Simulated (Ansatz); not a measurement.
One stationary structure of Ag. Method: PBEsol (plane waves to 420 eV, PAW, scalar-relativistic; Ansatz, an electronic-structure program).

```xyz
1
Lattice="0.0000 2.0274 2.0274 2.0274 0.0000 2.0274 2.0274 2.0274 0.0000" Properties=species:S:1:pos:R:3 pbc="T T T"
Ag     0.0000     0.0000     0.0000
```

Problem. Find the space group and the Wyckoff positions (tolerance 0.01 Å).

Solution. Space group Fm-3m (No. 225); a = b = c = 4.0548 Å, α = β = γ = 90.00°

```json
[
 {"atom": "Ag", "site": "4a", "symmetry": "m-3m", "x": "0.0000", "y": "0.0000", "z": "0.0000"}
]
```

This is the fcc (Cu type).

Problem. Give the shortest distances between elements (the closest pairs, up to four, under 3.6 Å).

Solution. Ag–Ag 2.87 Å.

```json
{
  "volume_per_atom": "16.67 Å³",
  "density": "10.75 g/cm³",
  "band_gap": "zero (metallic)"
}
```

No spin polarisation in the result.

Measured for Ag: a 4.062 Å (static lattice; corrected from measurement; as listed in Daniel Mejia-Rodriguez, S. B. Trickey, Phys. Rev. B (2018)). Computed minus measured — a: PBEsol -0.2 %. The computed values are for a static lattice.

The run could not lose the symmetry of its start; a randomly shaken copy of 2 atoms returns to this structure.
